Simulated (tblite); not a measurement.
CH5BS.
Structure used (GFN2-xTB), in Å, numbered top down from 1:
```
atom  x, y, z in Å
B1     1.5770   -0.1075    0.3927
S2     0.1998   -0.6964   -0.4985
C3    -1.2454    0.0633    0.3316
H4     1.4280    0.5924    1.3156
H5     2.6289   -0.4532    0.0269
H6    -0.9981    0.3026    1.3591
H7    -2.0588   -0.6536    0.2940
H8    -1.5224    0.9619   -0.2112
```

Computed values, GFN2-xTB/tblite, gas phase, harmonic and unscaled. Against measured fundamentals such values can be off by several per cent, at times by over 20. Modes of hydrogen on boron can be 10 to 20 % off. One conformer, not necessarily the lowest. The optimisation stopped once no atom felt more than 0.01 eV/Å.

Lowest wavenumbers of the output (negative numbers stand for imaginary wavenumbers):
```
mode    cm-1
  1     -40.6
  2     289.9
  3     407.4
  4     707.6
  5     786.0
  6     801.7
  7     842.6
  8     944.6
  9     967.7
 10    1162.7
```

**Question.** Is this structure a minimum?

**Answer.** Not by this Hessian. 1 mode is imaginary beyond 20i (41i cm⁻¹), so at this level the point lies at or near a first-order saddle. The curvature is small, so loose convergence or finite differences may be the whole cause.

**Question.** Which atoms move in the imaginary mode?

**Answer.** 41i: H8 (methyl hydrogen) 31 %, H7 (methyl hydrogen) 30 %, H6 (methyl hydrogen) 27 %. These are shares of the mass-weighted motion.

**Question.** What is the remedy?

**Answer.** Step along that mode in both directions, optimise again with tighter thresholds and repeat the frequencies. The zero-point energy of this point (36.7 kcal/mol) counts the 17 real modes alone, and thermal corrections from it aren't those of a minimum.

On Arm Neoverse N1, one thread, shared host with 64 logical CPUs at a one-minute load of 61, this took 0.16 s of wall time. This covers the Hessian and the dipole derivatives.
